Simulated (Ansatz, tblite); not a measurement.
# The cluster Au2Cl+: a ladder of methods and basis sets

An exercise on one series of results from a longer session: the logs are not shown, and one member is left open.

Method: as each input shows; program: Ansatz 0.2.0, Gaussian basis.

Plan: GFN1-xTB, GFN2-xTB, PBE-D4/def2-TZVP, r2SCAN-D4/def2-TZVP, r2SCANh-D4/def2-TZVP, CAM-B3LYP-D4/def2-TZVP, B3LYP-D4/def2-TZVP, HF/def2-TZVP, LC-ωPBE/def2-TZVP, PBE+5HF/def2-TZVP, PBE+10HF/def2-TZVP, PBE+15HF/def2-TZVP, PBE+35HF/def2-TZVP, PBE+50HF/def2-TZVP, PBE-D4/def2-SVP, PBE0-D4/def2-SVP, CCSD(T)/def2-TZVPP, MP2/def2-TZVP, RPA/def2-TZVP.

1 further run of the same task is left out (set aside as unsound or not needed).

### The relaxed structure

The singlet was relaxed beforehand with PBE-D4/def2-TZVP. At that level it is the lowest of the isomers that a small search found.

3 atoms, charge 1, spin multiplicity 1.

Bond lengths: Au1–Cl3 2.317 Å, Au2–Cl3 2.317 Å. Angles: Au1–Cl3–Au2 76.7°.

Au takes a core potential in the def2 sets. No spin-orbit coupling is included. The ion is computed in the gas phase, without counter-ions or solvent.

PBE0-D4/def2-TZVP was run before; its log isn't repeated, and its numbers join the tables.

Set-up of the first run:

Tight binding, by tblite at 300 K electronic temperature and without a spin-polarisation term:

```python
tblite.interface.Calculator('GFN1-xTB', numbers, positions, charge=1, uhf=0).singlepoint()
```

Tight binding, by tblite at 300 K electronic temperature and without a spin-polarisation term:

```python
tblite.interface.Calculator('GFN2-xTB', numbers, positions, charge=1, uhf=0).singlepoint()
```

start.molden holds the orbitals of an earlier run on this state, given as this run's starting guess.

Input file in.yaml:

```yaml
crystal:
  periodic: [false, false, false]
  atoms:
    - {symbol: Au, position_ang: [0.865536, -1.297482, -0.017784]}
    - {symbol: Au, position_ang: [0.323767, 1.525800, 0.000440]}
    - {symbol: Cl, position_ang: [-1.189303, -0.228308, 0.017343]}
basis:
  gaussian: {orbitals: def2-TZVP, initial_orbitals: start.molden}
total_charge: 1
hamiltonian: {xc: pbe, dispersion: d4}
scf: {omitted_lower_state_checks: [starts]}
output: {forces: true, orbitals: {seedname: orbitals}}
```

The run is started by

```
ansatz run in.yaml --threads 2 --pin off --events-out ev --progress --plain --max-ram 4352MiB
```

Among the steps run: PBE-D4/def2-TZVP; r2SCAN-D4/def2-TZVP; r2SCANh-D4/def2-TZVP; CAM-B3LYP-D4/def2-TZVP; B3LYP-D4/def2-TZVP; HF/def2-TZVP; LC-ωPBE/def2-TZVP; PBE+5HF/def2-TZVP; PBE+10HF/def2-TZVP; PBE+15HF/def2-TZVP; PBE+35HF/def2-TZVP; PBE+50HF/def2-TZVP; PBE-D4/def2-SVP; PBE0-D4/def2-SVP; CCSD(T)/def2-TZVPP; MP2/def2-TZVP; RPA/def2-TZVP.

One table of the session follows, with a row left open; its other results are not shown here.

It belongs to the step «Levels side by side». 

```
                 level  HOMO (eV)  LUMO (eV)  gap (eV)
          HF/def2-TZVP     -16.11      -5.48     10.63
       PBE-D4/def2-SVP     -12.32     -10.33      1.99
      PBE-D4/def2-TZVP     -12.24     -10.26      1.98
   r2SCAN-D4/def2-TZVP     -12.39     -10.02      2.37
  r2SCANh-D4/def2-TZVP     -12.86      -9.63      3.23
    B3LYP-D4/def2-TZVP          ?          ?         ?
      PBE0-D4/def2-SVP     -13.51      -9.26      4.26
     PBE0-D4/def2-TZVP     -13.41      -9.17      4.24
CAM-B3LYP-D4/def2-TZVP     -14.70      -8.16      6.54
     LC-ωPBE/def2-TZVP     -15.82      -6.71      9.11
     PBE+5HF/def2-TZVP     -12.47     -10.04      2.43
    PBE+10HF/def2-TZVP     -12.70      -9.82      2.88
    PBE+15HF/def2-TZVP     -12.93      -9.61      3.33
    PBE+35HF/def2-TZVP     -13.89      -8.74      5.15
    PBE+50HF/def2-TZVP     -14.62      -8.10      6.52
```

**Question.** Estimate the row for B3LYP-D4/def2-TZVP.

As computed: HOMO (eV): -13.22; LUMO (eV): -9.55; gap (eV): 3.68. In the column «HOMO (eV)» it lies between PBE0-D4/def2-TZVP (-13.41) and PBE+15HF/def2-TZVP (-12.93).
